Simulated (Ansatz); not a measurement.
hcp Re was calculated with r²SCAN in Ansatz (plane waves, PAW).

Numerical settings: plane-wave cutoff 500 eV, 20×12×1 k mesh (along the axes of the cell as run), Fermi–Dirac smearing 0.1 eV, scalar-relativistic PAW data made under PBE.

Problem. What does this level give for the surface energy of the (10-10) face and work function of the (10-10) face?

Solution. 
- surface energy of the (10-10) face = 4.23 J/m²
- work function of the (10-10) face = 4.15 eV

The slab of 12 atoms is relaxed and unreconstructed.

Spin–orbit coupling is not included.

Computed values are for the static lattice.

Cost on a shared machine: about 60 core-minutes (a rough figure).

Ansatz is an electronic-structure program.
